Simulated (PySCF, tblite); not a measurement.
**C2HF2O2 radical: geometry, infrared bands and EPR parameters**

Wanted: the infrared bands and EPR parameters of C2HF2O2 radical (`O=CO[C](F)F`), by calculation.

Computed with tblite 0.8.0 and PySCF 2.14.0, with density-fitted response routines of our own, on a single molecule in the gas phase. Atoms count from 0, in the outputs and in this text.

**1. The molecule as given**

7 atoms, charge 0, multiplicity 2; geometry from: force field or distance geometry start.

Bonds of the start (Å): O0–C1 1.26, C1–O2 1.38, O2–C3 1.42, C3–F4 1.34, C3–F5 1.39, C1–H6 1.09.

**2. Geometry optimisation with GFN2-xTB**

The job: settings as JSON, then the geometry in Å.

```
{"job": {"kind": "relax", "xc": "GFN2-xTB", "basis": "xTB"}, "charge": 0, "multiplicity": 2}
O      1.232300     1.342300     0.413600
C      1.221600     0.084600     0.500100
O      0.052300    -0.628300     0.343600
C     -1.206800    -0.045300     0.054100
F     -1.296400     0.665600    -1.074200
F     -2.178700    -1.031700     0.186800
H      2.179000    -0.382300     0.719900
```

The run is started by

```sh
OMP_NUM_THREADS=1 python probes_run.py task.json out
```

This one command runs all jobs of the session in turn.

The log of the run:

```text
step      E/eV     max force
  0    -606.27239    5.379
  1    -606.45353    6.629
  2    -606.68790    1.319
  3    -606.75044    1.107
  4    -606.84233    0.474
  5    -606.85339    0.363
  6    -606.86066    0.245
  7    -606.86377    0.248
  8    -606.86663    0.124
  9    -606.86737    0.065
 10    -606.86774    0.074
 11    -606.86815    0.089
 12    -606.86872    0.086
 13    -606.86952    0.109
 14    -606.87079    0.133
 15    -606.87283    0.182
 16    -606.87549    0.253
 17    -606.87826    0.214
 18    -606.88036    0.117
 19    -606.88124    0.094
 20    -606.88199    0.094
 21    -606.88254    0.084
 22    -606.88299    0.078
 23    -606.88354    0.089
 24    -606.88445    0.137
 25    -606.88562    0.170
 26    -606.88689    0.155
 27    -606.88812    0.173
 28    -606.88919    0.122
 29    -606.89012    0.127
 30    -606.89092    0.058
 31    -606.89100    0.188
 32    -606.89137    0.042
 33    -606.89144    0.032
 34    -606.89152    0.016
 35    -606.89154    0.014
 36    -606.89155    0.020
 37    -606.89157    0.022
 38    -606.89160    0.022
 39    -606.89163    0.020
 40    -606.89165    0.010
 41    -606.89166    0.006
```

It took 0.09 s on 1 thread of Arm Neoverse V2, shared host.

The steps of the relaxation: (not every step is listed)

| step | energy from step 0 (eV) | largest force (eV/Å) |
| --- | --- | --- |
| 0 | 0.0000 | 5.3789 |
| 1 | -0.1811 | 6.6293 |
| 2 | -0.4155 | 1.3189 |
| 3 | -0.4781 | 1.1071 |
| 4 | -0.5699 | 0.4742 |
| 5 | -0.5810 | 0.3629 |
| 6 | -0.5883 | 0.2447 |
| 7 | -0.5914 | 0.2481 |
| 8 | -0.5942 | 0.1242 |
| 10 | -0.5954 | 0.0739 |
| 12 | -0.5963 | 0.0862 |
| 14 | -0.5984 | 0.1332 |
| 16 | -0.6031 | 0.2532 |
| 18 | -0.6080 | 0.1169 |
| 20 | -0.6096 | 0.0937 |
| 22 | -0.6106 | 0.0776 |
| 24 | -0.6121 | 0.1368 |
| 26 | -0.6145 | 0.1553 |
| 28 | -0.6168 | 0.1224 |
| 30 | -0.6185 | 0.0582 |
| 32 | -0.6190 | 0.0416 |
| 34 | -0.6191 | 0.0158 |
| 36 | -0.6192 | 0.0195 |
| 37 | -0.6192 | 0.0218 |
| 38 | -0.6192 | 0.0218 |
| 39 | -0.6192 | 0.0196 |
| 40 | -0.6193 | 0.0100 |
| 41 | -0.6193 | 0.0059 |

Distances of close pairs at the start and the end, largest changes first:

| bond | before (Å) | after (Å) | change (Å) |
| --- | --- | --- | --- |
| O2–C3 | 1.417 | 1.333 | -0.084 |
| O0–C1 | 1.261 | 1.189 | -0.072 |
| C3–F5 | 1.391 | 1.329 | -0.062 |
| C1–O2 | 1.378 | 1.359 | -0.019 |
| C3–F4 | 1.337 | 1.325 | -0.012 |
| C1–H6 | 1.088 | 1.097 | +0.010 |

The end geometry stands in the next job.

**3. Infrared spectrum with GFN2-xTB**

The job: settings as JSON, then the geometry in Å.

```
{"job": {"kind": "ir", "xc": "GFN2-xTB", "basis": "xTB"}, "charge": 0, "multiplicity": 2}
O      1.271954     1.294587     0.063995
C      1.181236     0.173110     0.448324
O      0.046583    -0.574387     0.492055
C     -1.162615    -0.136812     0.141171
F     -1.291101     0.823623    -0.762105
F     -2.030536    -1.117819    -0.082343
H      1.987813    -0.457398     0.842788
```

The log of the run:

```text
mode    cm-1     km/mol
  1      42.2      5.84
  2     162.2      1.97
  3     249.0      8.37
  4     369.1      0.98
  5     440.0     28.89
  6     495.8     34.16
  7     758.3     54.98
  8     853.5     81.30
  9     887.7     10.99
 10    1044.5     64.29
 11    1206.5    262.18
 12    1231.8    263.84
 13    1327.2     50.64
 14    1772.4    515.94
 15    2892.3     31.16
```

Wall time 0.07 s (1 thread of Arm Neoverse V2, shared host).

Which atoms move in the most intense modes:

| cm⁻¹ | km/mol | atoms |
| --- | --- | --- |
| 496 | 34.2 | C3 52 %, O2 20 %, F4 11 % |
| 758 | 55.0 | C1 35 %, O2 30 %, O0 17 %, F5 11 % |
| 854 | 81.3 | O2 31 %, F4 23 %, C3 13 %, C1 11 % |
| 1044 | 64.3 | O2 48 %, C1 34 % |
| 1206 | 262.2 | C3 72 %, F5 18 % |
| 1232 | 263.8 | C3 62 %, H6 15 %, F4 10 % |
| 1327 | 50.6 | H6 76 % |
| 1772 | 515.9 | C1 56 %, O0 42 % |

**4. EPR parameters: B3LYP/pcH-1**

Settings changed since step 3:

```diff
@@ -1,2 +1,2 @@
-{"job": {"kind": "ir", "xc": "GFN2-xTB", "basis": "xTB"}, "charge": 0, "multiplicity": 2}
+{"job": {"kind": "epr", "basis": "pcH-1"}, "charge": 0, "multiplicity": 2}
 O      1.271954     1.294587     0.063995
```

With the program's defaults for keys left out, this is: UKS B3LYP, pcH-1 on C F H O, non-relativistic, mean-field spin-orbit, GIAO.

The log of the run:

```text
UKS, coarse grid
  cycle   1  E = -426.65001819  |g| = 8.17e-01
  cycle   2  E = -425.57407471  |g| = 1.79e+00
  cycle   3  E = -426.83914552  |g| = 3.64e-01
  cycle   4  E = -426.88591415  |g| = 1.16e-01
  cycle   5  E = -426.88998980  |g| = 3.40e-02
  cycle   6  E = -426.89036921  |g| = 1.46e-02
  cycle   7  E = -426.89045151  |g| = 4.82e-03
  cycle   8  E = -426.89046029  |g| = 2.62e-03
  cycle   9  E = -426.89046362  |g| = 5.08e-04
UKS, final grid
  cycle   1  E = -426.89054931  |g| = 7.12e-04
  cycle   2  E = -426.89054889  |g| = 1.33e-03
  cycle   3  E = -426.89054952  |g| = 2.32e-04
  cycle   4  E = -426.89054954  |g| = 4.78e-05
  cycle   5  E = -426.89054955  |g| = 3.32e-05
  cycle   6  E = -426.89054955  |g| = 1.28e-05
E = -426.89054955 Eh   <S^2> = 0.7523 (exact 0.7500)
g shifts (ppm)      1          2          3
  rmc          -275       -275       -275
  gc             21         40         45
  oz_so        -146       1294       2305
  total        -401       1058       2074
hyperfine (MHz)  atom isotope    a_iso     a_fc   dipolar eigenvalues
    0   17O      -3.34      -3.34    -15.99      7.46      8.53
    1   13C      -0.25      -0.25     -2.29     -0.41      2.70
    2   17O     -42.22     -42.22    -28.83     13.07     15.76
    3   13C     541.12     541.12    -74.62    -73.87    148.49
    4   19F     342.56     342.56   -221.76   -202.17    423.93
    5   19F     330.78     330.78   -213.52   -192.23    405.75
    6    1H      -0.43      -0.43     -3.42     -2.02      5.44
```

It took 15 s on 1 thread of Arm Neoverse V2, shared host; peak memory 0.63 GiB.

Principal g values 2.00192, 2.00338, 2.00439; g(iso) = 2.00323, against 2.00232 for a free electron.

Hyperfine couplings; where a row names several nuclei, a(iso) is their mean (it holds for fast rotation or exchange) and the dipolar term the largest among them:

| nuclei | isotope | a(iso) (MHz) | a(iso) (G, at g = 2.0023) | largest dipolar term (MHz) |
| --- | --- | --- | --- | --- |
| C3 | 13C | 541.1 | 193.1 | 148.5 |
| F4, F5 | 19F | 336.7 | 120.1 | 423.9 |
| O2 | 17O | -42.2 | -15.1 | -28.8 |
| O0 | 17O | -3.3 | -1.2 | -16.0 |
| H6 | 1H | -0.4 | -0.2 | 5.4 |
| C1 | 13C | -0.2 | -0.1 | 2.7 |

Mulliken spin populations:

| atom | value (e) |
| --- | --- |
| O0 | 0.05 |
| C1 | 0.02 |
| O2 | 0.03 |
| C3 | 0.80 |
| F4 | 0.06 |
| F5 | 0.05 |
| H6 | 0.00 |

In first order the couplings over 0.8 MHz of 19F give 3 distinct lines over 240.3 G, if the averaged nuclei exchange fast.

The fields below are evaluated on a grid from the run's orbitals.

ELF in a plane through or near 7 of the atoms.

Values, 10 rows by 14 columns:
```
0.00 0.00 0.00 0.00 0.00 0.00 0.00 0.00 0.00 0.00 0.00 0.00 0.00 0.00
0.00 0.00 0.00 0.00 0.00 0.00 0.00 0.00 0.00 0.00 0.00 0.00 0.00 0.00
0.00 0.00 0.00 0.03 0.14 0.00 0.07 0.27 0.01 0.04 0.12 0.02 0.00 0.00
0.00 0.00 0.04 0.96 0.97 0.13 0.47 0.87 0.13 0.41 0.77 0.30 0.01 0.00
0.00 0.00 0.13 0.94 0.99 0.77 0.75 0.36 0.53 0.69 0.73 0.71 0.07 0.00
0.00 0.00 0.00 0.06 0.46 0.26 0.54 0.57 0.17 0.23 0.37 0.40 0.03 0.00
0.00 0.00 0.03 0.56 0.85 0.19 0.64 0.03 0.70 0.79 0.30 0.00 0.00 0.00
0.00 0.00 0.02 0.52 0.86 0.89 0.79 0.05 0.82 0.84 0.46 0.02 0.00 0.00
0.00 0.00 0.00 0.02 0.14 0.21 0.13 0.00 0.10 0.10 0.02 0.00 0.00 0.00
0.00 0.00 0.00 0.00 0.00 0.00 0.00 0.00 0.00 0.00 0.00 0.00 0.00 0.00
```
The map spans 9.6 Å across and 7.6 Å up, centred on the molecule. Atoms in the plane (x, y in Å): O0 (-1.4, -1.1), C1 (-1.2, 0.0), O2 (0.0, 0.7), C3 (1.1, 0.0), F4 (1.3, -1.2), F5 (2.2, 0.8), H6 (-2.0, 0.8).

log10 of the density (e/Å³) in the same plane.

Ten even steps from ' ' (-4.0) to '@' (1.5):
```
                                                        
                                                        
                                                        
              ............::::..............            
          ..::::::::::----====--------------::..        
        ..::--==========++++++++====++++++++==--..      
      ..::--==++++++++++++******++++++******++==::..    
      ..::--++**********##%%%%##****####%%##**++--..    
      ..--==++**##########@@@@########%%%%%%**++--::    
      ..::--++**####%%####%%%%##%%%%########++==--..    
      ..::--==++**##%%##########%%@@####****++==::..    
        ::--++++####%%##**++++**######**++====--..      
        ::--++**%%%%%%##**++++**##%%%%##++==--::        
        ::--++**##%%%%##**++++**##%%%%##++==::..        
        ::--==++########**++++**######**++==::..        
        ..::====++++++++++====++++**++++==--..          
          ..::--========--::::--======--::::            
              ..::::::::....  ....::::..                
                  ....                                  
                                                        
```
The map spans 9.6 Å across and 7.6 Å up, centred on the molecule. Atoms in the plane (x, y in Å): O0 (-1.4, -1.1), C1 (-1.2, 0.0), O2 (0.0, 0.7), C3 (1.1, 0.0), F4 (1.3, -1.2), F5 (2.2, 0.8), H6 (-2.0, 0.8).

On the surface of density 0.002 e/bohr³ the electrostatic potential runs, from the 1st to the 99th percentile, from -1.24 V near O0 to 1.73 V near H6.

The spin density lies nearest to C3 65 %; F4, F5 about 10 % each; O2 8 %.

**5. Results**

| quantity | value |
| --- | --- |
| strongest single infrared mode (GFN2-xTB) | 1772 cm⁻¹, 516 km/mol |
| zero-point energy (GFN2-xTB) | 19.6 kcal/mol |
| g(iso) (B3LYP) | 2.00323 |
| ⟨S²⟩ | 0.752 (exact 0.75) |
| largest a(iso) (averaged by class) | 13C on C3, 541.1 MHz |
| surface potential, 1st and 99th percentile | -1.24 V and 1.73 V |

Over 41 steps the energy fell by 0.619 eV; of the close pairs, O2–C3 changed most, 1.417 to 1.333 Å. All 15 modes are real, so the xTB geometry is a minimum. The strongest single mode, at 1772 cm⁻¹, moves mainly C1 and O0. GFN2-xTB is a fitted tight-binding method: band positions and strengths are rough. Its intensities can rank the bands wrongly. Most of the unpaired spin sits on C3 (0.80 e). The isotropic g lies 0.9 ppt above the free-electron value.
